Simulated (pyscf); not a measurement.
Optimised with ωB97X-D3(BJ)/def2-SVP in PySCF.

Question: HO–SiH₂–O–Zn–OH (SMILES O[SiH2][O][Zn][OH]) + H₂ (SMILES [H][H]) -> HO–SiH₃ (SMILES O[SiH3]) + HO–Zn–OH (SMILES [OH][Zn][OH])
Surface: singlet. Broken: O–Zn, H–H, O–Si. Formed: H–O, O–Zn, H–Si. Give ΔE‡ and ΔE from ωB97M-D3(BJ)/def2-TZVP, relative to the separated reactants.

Answer: ΔE‡ = 155.9 kJ/mol, ΔE = +116.4 kJ/mol. Zero-point energy shifts the barrier by +11.9 kJ/mol. It is a multi-bond step, with an imaginary mode of 1523i cm⁻¹. On the reactant side the descent ends in an adduct with a Si–Zn contact (not fully relaxed), 3.9 kJ/mol under the separated species and 161.5 kJ/mol under the saddle at ωB97X-D3(BJ)/def2-TZVP. On the product side the descent ends in an adduct with a O–Zn, O–Si contact, 71.2 kJ/mol under the separated species and 100.8 kJ/mol under the saddle at ωB97X-D3(BJ)/def2-TZVP. What is counted as broken (O–Zn, O–Si) persists as a longer contact in the product adduct; parting that adduct is a step of its own. At the saddle there is also a short H–Si contact that neither side keeps. HO–SiH₂–O–Zn–OH is closed by a dative Si–Zn contact. One saddle was located; it need not be the lowest between these sides. Elements up to Kr have no core potential and no relativistic terms here.
